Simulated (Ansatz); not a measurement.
# AlSiH (singlet): wave-function methods side by side at distance Si1–Al2 = 2.532 Å, cc-pVDZ

Aim: climb from Hartree-Fock through coupled cluster and multireference methods for AlSiH (singlet) at one geometry and basis, and see what each rung misses.

Method: cc-pVDZ, core rule «outside noble gas», up to 10 orbitals frozen; program: Ansatz 0.2.0, Gaussian basis.

The runs, in order: UHF; CCSD(T) on RHF; CCSD(T) on UHF; BCCD(T) on RHF; CISD; CCSDT(Q) on RHF; CCSDT(Q) on UHF; CISDTQ; CCSDTQ on RHF; CCSDTQ on UHF; CASSCF and MRCISD+Q, 2 electrons in 2 orbitals; CASSCF and NEVPT2, 2 electrons in 2 orbitals; CASSCF and MRCISD+Q, 8 electrons in 9 orbitals; CASSCF and NEVPT2, 8 electrons in 9 orbitals; Full CI.

8 further runs of the same task are left out: 8 for a known fault of the program.

### Step 1. The geometry

The geometry derives from a PBE0/def2-TZVP stationary point (not a proven minimum). One bond is set to the value named and the two fragments are kept rigid.

3 atoms, charge 0, spin multiplicity 1.

Atoms are counted from 1 here; the program's logs count them from 0.

Bond lengths: Si1–Al2 2.532 Å, Al2–H3 1.595 Å. Angles: Si1–Al2–H3 180.0°.

### Step 2. UHF

The input, in.yaml:

```yaml
crystal:
  periodic: [false, false, false]
  atoms:
    - {symbol: Si, position_ang: [0.000000, 0.000000, 2.219602]}
    - {symbol: Al, position_ang: [0.000000, 0.000000, -0.312398]}
    - {symbol: H, position_ang: [0.000000, 0.000000, -1.907204]}
basis:
  gaussian: {orbitals: cc-pVDZ}
magnetization: {spin_polarized: true, initial_magnetization: 0}
hamiltonian: {xc: hf}
output: {orbitals: {seedname: orbitals}}
```

Command:

```bash
ansatz run in.yaml --threads 1 --pin off --events-out ev --progress --plain --max-ram 3498MiB --backend cpu
```

The runs that follow: CCSD(T) on RHF; CCSD(T) on UHF; BCCD(T) on RHF; CISD; CCSDT(Q) on RHF; CCSDT(Q) on UHF; CISDTQ; CCSDTQ on RHF; CCSDTQ on UHF; CASSCF and MRCISD+Q, 2 electrons in 2 orbitals; CASSCF and NEVPT2, 2 electrons in 2 orbitals; CASSCF and MRCISD+Q, 8 electrons in 9 orbitals; CASSCF and NEVPT2, 8 electrons in 9 orbitals; Full CI.

Q: Predict the results of all the runs planned. Wanted: FCI below the RHF energy; RMP2 from FCI; RCCSD from FCI; RCCSD(T) from FCI; RCCSDT(Q) from FCI; T1 diagnostic; effectively unpaired electrons.

**Answer**, as computed:

```
                         quantity               value
         FCI below the RHF energy          -4.9678 eV
                    RMP2 from FCI         +1405.1 meV
                   RCCSD from FCI          +416.5 meV
                RCCSD(T) from FCI          +188.0 meV
               RCCSDT(Q) from FCI           +17.3 meV
levels within 1 kcal/mol (43 meV)  RCCSDT(Q), RCCSDTQ
                    T1 diagnostic               0.030
   effectively unpaired electrons                2.14
```

In words: RCCSD(T) lands +188.0 meV from the yardstick (3.8 % of the correlation energy). The occupations show strong static correlation (2.1 unpaired electrons where one determinant has 0). These misses are within one basis, not against nature.
